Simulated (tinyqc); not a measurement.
Pariser-Parr-Pople SCF with singles CI, for the molecule ClC1=CC=C1 (SMILES; centres numbered as the heavy atoms are written), step by step. Computed by tinyqc, a small Python program that keeps every step. Settings: charge = 0, gamma = MN, start = huckel, damping = 0.5, iteration cap = 86, excitations kept = 6. Command: `OMP_NUM_THREADS=1 python tinyqc.py 27504 27505 out.jsonl` (the two numbers bound the seeds that draw the settings). One thread of a shared host (Intel(R) Xeon(R) Processor @ 2.60GHz), about 0.01 s of CPU time with the checks. Later iterations appear only in the table of the cycle.

## PPP integrals

Centres (angstrom, eV; a flat drawing with bonds scaled to 1.40 angstrom):
```
centre        x        y  core charge z        W  gamma_rr
1Cl      1.9120   0.0000              2  26.0000   13.0000
2C       0.5120   0.0000              1  11.1600   11.1300
3C      -0.4780   0.9900              1  11.1600   11.1300
4C      -1.4680   0.0000              1  11.1600   11.1300
5C      -0.4780  -0.9900              1  11.1600   11.1300
```

Resonance integrals (eV):
```
i  j     beta
1  2  -1.5900
2  3  -2.3900
3  4  -2.3900
4  5  -2.3900
5  2  -2.3900
```

Mataga-Nishimoto: gamma = 14.399645/(R + a), a = 2 x 14.399645/(gamma_rr + gamma_ss); H_rr = -W_r - sum_(s != r) z_s gamma_rs; H_rs = beta for bonds.

repulsion gamma_rs (eV), order 1Cl, 2C, 3C, 4C, 5C:
$$\begin{pmatrix}
13.0000 & 5.5522 & 3.8090 & 3.1485 & 3.8090 \\
5.5522 & 11.1300 & 5.3454 & 4.3985 & 5.3454 \\
3.8090 & 5.3454 & 11.1300 & 5.3454 & 4.3985 \\
3.1485 & 4.3985 & 5.3454 & 11.1300 & 5.3454 \\
3.8090 & 5.3454 & 4.3985 & 5.3454 & 11.1300
\end{pmatrix}$$

core matrix H (eV), order 1Cl, 2C, 3C, 4C, 5C:
$$\begin{pmatrix}
-42.3187 & -1.5900 & 0.0000 & 0.0000 & 0.0000 \\
-1.5900 & -37.3537 & -2.3900 & 0.0000 & -2.3900 \\
0.0000 & -2.3900 & -33.8673 & -2.3900 & 0.0000 \\
0.0000 & 0.0000 & -2.3900 & -32.5463 & -2.3900 \\
0.0000 & -2.3900 & 0.0000 & -2.3900 & -33.8673
\end{pmatrix}$$

## Starting guess

pi electrons, sum of z_r less the charge = 6

Orbitals of the Hueckel matrix of the beta values.

P at the start, order 1Cl, 2C, 3C, 4C, 5C:
$$\begin{pmatrix}
1.0000 & 0.8269 & 0.0000 & -0.5624 & 0.0000 \\
0.8269 & 1.0000 & 0.3976 & 0.0000 & 0.3976 \\
0.0000 & 0.3976 & 1.5000 & 0.5847 & -0.5000 \\
-0.5624 & 0.0000 & 0.5847 & 1.0000 & 0.5847 \\
0.0000 & 0.3976 & -0.5000 & 0.5847 & 1.5000
\end{pmatrix}$$

## Iteration 1: Fock matrix

F_rr = H_rr + P_rr gamma_rr / 2 + sum_(s != r) P_ss gamma_rs; F_rs = H_rs - P_rs gamma_rs / 2; E = tr P (H + F) / 2 + core repulsion sum_(r<s) z_r z_s gamma_rs.

F (eV), order 1Cl, 2C, 3C, 4C, 5C:
$$\begin{pmatrix}
-15.6910 & -3.8855 & 0.0000 & 0.8853 & 0.0000 \\
-3.8855 & -5.8018 & -3.4528 & 0.0000 & -3.4528 \\
0.0000 & -3.4528 & -4.4222 & -3.9527 & 1.0996 \\
0.8853 & 0.0000 & -3.9527 & -3.3981 & -3.9527 \\
0.0000 & -3.4528 & 1.0996 & -3.9527 & -4.4222
\end{pmatrix}$$

pi energy = -80.8124 eV

## Iteration 1: orbitals and new P

Diagonalise F (the basis is taken as orthonormal) and form P = 2 sum c c over the lowest orbitals; 0.5 of the old P is kept.

orbital energies (eV): [-17.2437, -10.9324, -5.5219, -3.7293, 3.6919]

P after iteration 1, order 1Cl, 2C, 3C, 4C, 5C:
$$\begin{pmatrix}
1.4188 & 0.6352 & -0.0434 & -0.4282 & -0.0434 \\
0.6352 & 0.8300 & 0.4420 & 0.2317 & 0.4420 \\
-0.0434 & 0.4420 & 1.4847 & 0.5444 & -0.5153 \\
-0.4282 & 0.2317 & 0.5444 & 0.7817 & 0.5444 \\
-0.0434 & 0.4420 & -0.5153 & 0.5444 & 1.4847
\end{pmatrix}$$

## Iteration 2: Fock matrix

As before.

F (eV), order 1Cl, 2C, 3C, 4C, 5C:
$$\begin{pmatrix}
-14.7160 & -3.3534 & 0.0827 & 0.6741 & 0.0827 \\
-3.3534 & -5.5458 & -3.5713 & -0.5095 & -3.5713 \\
0.0827 & -3.5713 & -5.0547 & -3.8450 & 1.1332 \\
0.6741 & -0.5095 & -3.8450 & -4.2052 & -3.8450 \\
0.0827 & -3.5713 & 1.1332 & -3.8450 & -5.0547
\end{pmatrix}$$

pi energy = -83.7978 eV

## Iteration 2: orbitals and new P

As before.

orbital energies (eV): [-16.0357, -11.6378, -6.1878, -3.6470, 2.9320]

P after iteration 2, order 1Cl, 2C, 3C, 4C, 5C:
$$\begin{pmatrix}
1.6402 & 0.5263 & -0.0618 & -0.3471 & -0.0618 \\
0.5263 & 0.7297 & 0.4598 & 0.3568 & 0.4598 \\
-0.0618 & 0.4598 & 1.4733 & 0.5284 & -0.5267 \\
-0.3471 & 0.3568 & 0.5284 & 0.6836 & 0.5284 \\
-0.0618 & 0.4598 & -0.5267 & 0.5284 & 1.4733
\end{pmatrix}$$

## Iteration 3: Fock matrix

As before.

F (eV), order 1Cl, 2C, 3C, 4C, 5C:
$$\begin{pmatrix}
-14.2305 & -3.0510 & 0.1178 & 0.5465 & 0.1178 \\
-3.0510 & -5.4291 & -3.6189 & -0.7847 & -3.6189 \\
0.1178 & -3.6189 & -5.3864 & -3.8022 & 1.1584 \\
0.5465 & -0.7847 & -3.8022 & -4.6180 & -3.8022 \\
0.1178 & -3.6189 & 1.1584 & -3.8022 & -5.3864
\end{pmatrix}$$

pi energy = -85.3086 eV

## Iteration 3: orbitals and new P

As before.

orbital energies (eV): [-15.4430, -11.9884, -6.5448, -3.6285, 2.5542]

P after iteration 3, order 1Cl, 2C, 3C, 4C, 5C:
$$\begin{pmatrix}
1.7589 & 0.4617 & -0.0694 & -0.2963 & -0.0694 \\
0.4617 & 0.6705 & 0.4663 & 0.4255 & 0.4663 \\
-0.0694 & 0.4663 & 1.4650 & 0.5224 & -0.5350 \\
-0.2963 & 0.4255 & 0.5224 & 0.6405 & 0.5224 \\
-0.0694 & 0.4663 & -0.5350 & 0.5224 & 1.4650
\end{pmatrix}$$

## Convergence

Stop when output and input P, before any damping, agree to 1e-7.

Course of the cycle:
```
iteration      E (eV)  largest |P(out) - P(in)|
1          -80.812433                  8.38e-01
2          -83.797764                  4.43e-01
3          -85.308606                  2.37e-01
4          -86.081484                  1.29e-01
5          -86.477905                  7.17e-02
6          -86.681044                  4.04e-02
7          -86.784901                  2.33e-02
8          -86.837862                  1.38e-02
9          -86.864804                  9.19e-03
10         -86.878480                  6.14e-03
11         -86.885410                  4.13e-03
...               ...                       ...
29         -86.892488                  3.62e-06
30         -86.892488                  2.45e-06
31         -86.892488                  1.66e-06
32         -86.892488                  1.12e-06
33         -86.892488                  7.58e-07
34         -86.892488                  5.13e-07
35         -86.892488                  3.47e-07
36         -86.892488                  2.34e-07
37         -86.892488                  1.58e-07
38         -86.892488                  1.07e-07
39         -86.892488                  7.24e-08
```

Converged in 39 iterations.

## Converged orbitals

Charges are z - P_rr.

orbital energies (eV): [-14.7902, -12.3615, -6.9945, -3.6596, 2.1075]

coefficients, order 1Cl, 2C, 3C, 4C, 5C:
$$\begin{pmatrix}
0.8559 & -0.4711 & 0.0000 & -0.1995 & 0.0752 \\
0.4026 & 0.3604 & 0.0000 & 0.6999 & -0.4670 \\
0.1950 & 0.4315 & 0.7071 & 0.0159 & 0.5249 \\
0.1710 & 0.5252 & 0.0000 & -0.6854 & -0.4745 \\
0.1950 & 0.4315 & -0.7071 & 0.0159 & 0.5249
\end{pmatrix}$$

pi charges: 1Cl 0.0909, 2C 0.4161, 3C -0.4484, 4C 0.3898, 5C -0.4484

## Singles CI, singlets

Over the 6 single excitations with the smallest orbital gaps: A = (e_a - e_i) delta + 2 (ia|jb) - (ij|ab), with (pq|rs) = sum c_mp c_mq gamma_mn c_nr c_ns. f = 2/3 w |mu|^2 in atomic units, mu = sqrt2 sum c_ia sum_m c_mi c_ma R_m.

singlet CI matrix (eV), order 3>4, 2>4, 3>5, 1>4, 2>5, 1>5:
$$\begin{pmatrix}
-1.9471 & 0.0000 & 0.0488 & 0.0000 & 0.0000 & 0.0000 \\
0.0000 & 5.6337 & 0.0000 & 0.3050 & 0.2910 & -0.3840 \\
0.0488 & 0.0000 & 6.1419 & 0.0000 & 0.0000 & 0.0000 \\
0.0000 & 0.3050 & 0.0000 & 7.2371 & -0.2310 & 0.3987 \\
0.0000 & 0.2910 & 0.0000 & -0.2310 & 10.3986 & -0.0896 \\
0.0000 & -0.3840 & 0.0000 & 0.3987 & -0.0896 & 12.8161
\end{pmatrix}$$

singlet excitation energies (eV): [-1.9474, 5.5280, 6.1422, 7.2663, 10.4229, 12.8684]

oscillator strengths: [-0.0001, 0.6453, 0.5807, 0.0302, 0.0033, 0.0000]

## Singles CI, triplets

Over the 6 single excitations with the smallest orbital gaps: A = (e_a - e_i) delta - (ij|ab), with (pq|rs) = sum c_mp c_mq gamma_mn c_nr c_ns.

triplet CI matrix (eV), order 3>4, 2>4, 3>5, 1>4, 2>5, 1>5:
$$\begin{pmatrix}
-1.9505 & 0.0000 & -0.0634 & 0.0000 & 0.0000 & 0.0000 \\
0.0000 & 2.6090 & 0.0000 & -0.7850 & -0.1463 & -0.2628 \\
-0.0634 & 0.0000 & 2.4323 & 0.0000 & 0.0000 & 0.0000 \\
0.0000 & -0.7850 & 0.0000 & 5.7971 & -0.2628 & 0.9630 \\
0.0000 & -0.1463 & 0.0000 & -0.2628 & 8.4733 & -0.9776 \\
0.0000 & -0.2628 & 0.0000 & 0.9630 & -0.9776 & 12.1677
\end{pmatrix}$$

triplet excitation energies (eV): [-1.9515, 2.4190, 2.4332, 5.8212, 8.2380, 12.5689]
